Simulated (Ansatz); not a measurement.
# Si₂ (triplet): wave-function methods side by side, cc-pVTZ

How much of the correlation energy of Si₂ (triplet) does each wave-function method recover here?

Program: Ansatz 0.2.0, Gaussian basis. Level of theory: cc-pVTZ, core rule «outside noble gas», up to 10 orbitals frozen. These are calculated values, not measurements.

The runs, in order: UHF; CCSD(T) on ROHF; CCSD(T) on UHF; BCCD(T) on ROHF; CISD; CCSDT(Q) on ROHF; CCSDT(Q) on UHF; CASSCF and MRCISD+Q, 8 electrons in 8 orbitals; CASSCF and NEVPT2, 8 electrons in 8 orbitals.

15 further runs of the same task are left out: 2 that didn't finish, 13 set aside as unsound or not needed.

## (1) The geometry

The geometry is a PBE0/def2-TZVP stationary point (not a proven minimum).

2 atoms, charge 0, spin multiplicity 3.

Atoms are counted from 1 here; the program's logs count them from 0.

Bond lengths: Si1–Si2 2.255 Å.

## (2) UHF

The input, in.yaml:

```yaml
crystal:
  periodic: [false, false, false]
  atoms:
    - {symbol: Si, position_ang: [0.000000, 0.000000, 0.000000]}
    - {symbol: Si, position_ang: [0.000000, 0.000000, 2.254714]}
basis:
  gaussian: {orbitals: cc-pVTZ}
magnetization: {spin_polarized: true, initial_magnetization: 2}
hamiltonian: {xc: hf}
output: {orbitals: {seedname: orbitals}}
```

On the command line:

```bash
$ ansatz run in.yaml --threads 1 --pin off --events-out ev --progress --plain --max-ram 2393MiB
```

The runs that follow: CCSD(T) on ROHF; CCSD(T) on UHF; BCCD(T) on ROHF; CISD; CCSDT(Q) on ROHF; CCSDT(Q) on UHF; CASSCF and MRCISD+Q, 8 electrons in 8 orbitals; CASSCF and NEVPT2, 8 electrons in 8 orbitals.

Before running them: what should the planned runs give, taken together? Wanted: UCCSDT(Q) below the RHF energy; RMP2 from UCCSDT(Q); UMP2 from UCCSDT(Q); RCCSD from UCCSDT(Q); RCCSD(T) from UCCSDT(Q); UCCSD(T) from UCCSDT(Q); RCCSDT(Q) from UCCSDT(Q); NEVPT2 valence from UCCSDT(Q); MRCISD+Q valence from UCCSDT(Q).

As calculated:

```
                         quantity                                        value
   UCCSDT(Q) below the RHF energy                                   -5.6226 eV
              RMP2 from UCCSDT(Q)                                  +1201.1 meV
              UMP2 from UCCSDT(Q)                                  +1230.6 meV
             RCCSD from UCCSDT(Q)                                   +385.9 meV
          RCCSD(T) from UCCSDT(Q)                                    +73.8 meV
          UCCSD(T) from UCCSDT(Q)                                    +74.5 meV
         RCCSDT(Q) from UCCSDT(Q)                                     +1.0 meV
    NEVPT2 valence from UCCSDT(Q)                                   +959.0 meV
  MRCISD+Q valence from UCCSDT(Q)                                    +15.9 meV
levels within 1 kcal/mol (43 meV)  RCCSDT, UCCSDT, RCCSDT(Q), MRCISD+Q valence
                    T1 diagnostic                                        0.021
   effectively unpaired electrons                                         2.04
```

In words: RCCSD(T) misses by +73.8 meV, 1.3 % of the correlation energy. One determinant dominates. Of the multireference levels listed MRCISD+Q valence comes nearest in total energy (+15.9 meV), which doesn't show that its space is the better one. These misses are within one basis, not against nature; the frozen cores of restricted and unrestricted runs differ, which can shift their rows.
